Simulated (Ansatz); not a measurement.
We consider fcc Al, described by PBE-D4 (PAW; Ansatz, an electronic-structure program).

Numerical settings: plane-wave cutoff 520 eV, 24×24×24 k mesh, Fermi–Dirac smearing 0.05 eV, scalar-relativistic PAW data made under PBE.

Pressure at four volumes; x = ln(V/15.816 Å³). One pressure is withheld.

| V (Å³/atom) | x | P (GPa) |
|---|---|---|
| 14.867 | -0.0619 | 6.15 |
| 15.816 | 0.0000 | 0.00 |
| 16.448 | 0.0392 | -3.08 |
| 16.765 | 0.0583 | ? |

**Question.** Pass a parabola P(x) through the three rows shown, estimate the bulk modulus and its pressure derivative near zero pressure, and predict the withheld pressure.

**Answer.** Slopes between the rows: (0.00 − (6.15))/(0.0000 − (-0.0619)) = -99.35 and (-3.08 − (0.00))/(0.0392 − (0.0000)) = -78.57 GPa. Their difference over the span 0.1011 is c = 20.78/0.1011 = 205.5 GPa, so P(x) = 6.15 + (-99.35)(x − (-0.0619)) + 205.5 (x − (-0.0619))(x − (0.0000)). At the middle row B = −dP/dx = −[-99.35 + 205.5 × 0.0619] = 86.6 GPa, and B′ = dB/dP = 2c/B = 4.7. At x = 0.0583 the parabola gives -4.35 GPa; the run gives -4.37 GPa. The Birch–Murnaghan fit to the energies at all volumes has B0 = 86.0 GPa and B′ = 4.7.

Measured, for comparison: bulk modulus 80.8 GPa (corrected for temperature and zero-point phonon effects, our sources range from 77.1 to 82.0; as tabulated in Levämäki et al. (2014), arXiv:1402.3671). Computed (rounded) less measured: bulk modulus +6 % (+5 % to +12 % over the range).
